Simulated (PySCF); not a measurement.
Molecule: `C=CF`, C2H3F.

Molfile (atoms numbered from 1):
```
C2H3F
     RDKit          3D

  6  5  0  0  0  0  0  0  0  0999 V2000
   -0.6782   -0.1325    0.0775 C   0  0  0  0  0  0  0  0  0  0  0  0
    0.6078    0.1492   -0.0795 C   0  0  0  0  0  0  0  0  0  0  0  0
    1.5229   -0.7793   -0.3387 F   0  0  0  0  0  0  0  0  0  0  0  0
   -1.0457   -1.1581    0.0007 H   0  0  0  0  0  0  0  0  0  0  0  0
   -1.3843    0.6715    0.2861 H   0  0  0  0  0  0  0  0  0  0  0  0
    1.0406    1.1531   -0.0154 H   0  0  0  0  0  0  0  0  0  0  0  0
  1  2  2  0
  2  3  1  0
  1  4  1  0
  1  5  1  0
  2  6  1  0
M  END
```

Spin–spin couplings on one PBE0-D3(BJ)/def2-SVP geometry, PySCF 2.14, gas phase, non-relativistic, equivalent pairs averaged; isotopes 1H; functional B3LYP.

Reference values (Hz): 3J(H5,H6) = 4.7 (measured; UCL NMR lecture notes, Spin-Spin Coupling (L3_3_97)); 3J(H4,H6) = 12.8 (measured; UCL NMR lecture notes, Spin-Spin Coupling (L3_3_97)); 2J(H4,H5) = -3.2 (measured; UCL NMR lecture notes, Spin-Spin Coupling (L3_3_97)).

Question: How do the couplings (Hz) change with the basis set? Times are CPU seconds on shared hosts with different chips, so compare them loosely. Far from the basis limit: 6-31G*, pcJ-0, def2-TZVP, cc-pVTZ.

Answer: 
```
    basis set  functions  3J(H5,H6)  3J(H4,H6)  2J(H4,H5)  mean abs. error  core-s
       6-31G*         48        4.8       11.8       -4.2              0.7     1.8
        pcJ-0         48        5.2       13.4       -2.7              0.6     1.8
        pcJ-1        111        5.6       14.2       -2.4              1.0     4.2
    def2-TZVP        111        4.2       11.8       -1.0              1.2     4.6
      cc-pVTZ        132        4.2       11.5       -1.1              1.3     5.2
aug-cc-pVTZ-J        198        5.9       14.5       -1.9              1.4      11
        pcJ-2        225        5.9       14.5       -1.8              1.4      13
```

Errors compare magnitudes, without vibrational corrections, and the largest couplings weigh most in the mean. Closest: pcJ-0 and 6-31G*, practically level; furthest: pcJ-2.

The Fermi-contact term samples the wavefunction at the nucleus, which is why sets with added tight s functions (names with J) are made for couplings. Agreement of an ordinary basis with the reference is then largely a cancellation of errors.
